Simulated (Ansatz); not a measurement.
# C3H6ClN: the cost of one run

Computed with Ansatz 0.2.0, Gaussian basis. Level: the settings change from run to run.

### Step 1. The relaxed structure

The geometry comes from an earlier relaxation with PBE0-D4 in a triple-zeta def2 set; it is a stationary point, not always the lowest conformer.

SMILES `C/N=C(/C)Cl`, 11 atoms, charge 0, spin multiplicity 1.

Atoms are counted from 1 here; the program's logs count them from 0.

Bond lengths: C1–N2 1.433 Å, C1–H6 1.093 Å, C1–H7 1.093 Å, C1–H8 1.094 Å, N2–C3 1.242 Å, C3–C4 1.486 Å, C3–Cl5 1.791 Å, C4–H9 1.092 Å, C4–H10 1.092 Å, C4–H11 1.089 Å. Angles: N2–C1–H6 108.6°, N2–C1–H7 108.6°, N2–C1–H8 113.8°, H6–C1–H7 106.9°, H6–C1–H8 109.3°, H7–C1–H8 109.3°, C1–N2–C3 124.6°, N2–C3–C4 124.6°, N2–C3–Cl5 123.8°, C4–C3–Cl5 111.6°, C3–C4–H9 110.1°, C3–C4–H10 110.1°, C3–C4–H11 109.2°, H9–C4–H10 107.4°, H9–C4–H11 110.0°, H10–C4–H11 110.0°.

### Step 2. r2SCAN50/cc-pVTZ-DK

Set apart from the defaults: unrestricted orbitals, a grid of angular degree 23, high accuracy.

Input file in.yaml:

```yaml
crystal:
  periodic: [false, false, false]
  atoms:
    - {symbol: C, position_ang: [-1.463516, 1.198820, -0.178120]}
    - {symbol: N, position_ang: [-0.733153, -0.031749, -0.247253]}
    - {symbol: C, position_ang: [0.449006, -0.171893, 0.106635]}
    - {symbol: C, position_ang: [1.206399, -1.448667, 0.032358]}
    - {symbol: Cl, position_ang: [1.453057, 1.153924, 0.772291]}
    - {symbol: H, position_ang: [-1.818897, 1.450947, -1.180374]}
    - {symbol: H, position_ang: [-2.349324, 1.044740, 0.443172]}
    - {symbol: H, position_ang: [-0.882076, 2.034848, 0.221126]}
    - {symbol: H, position_ang: [1.554062, -1.737737, 1.026333]}
    - {symbol: H, position_ang: [2.088974, -1.325928, -0.598892]}
    - {symbol: H, position_ang: [0.560967, -2.224306, -0.376675]}
basis:
  gaussian: {orbitals: cc-pVTZ-DK, final_grid: {core_spheres: 8, valence_spheres: 7, degree: 23}}
magnetization: {spin_polarized: true, initial_magnetization: 0}
hamiltonian: {xc: {name: r2SCAN50}}
accuracy: high
```

Command:

```bash
$ ansatz run in.yaml --threads 4 --pin off --events-out ev --progress --plain --max-ram 10444MiB
```

What time and memory should one allow on 4 threads of Arm Neoverse V1, shared host?

About 19 s, with a peak of 1.8 GiB.
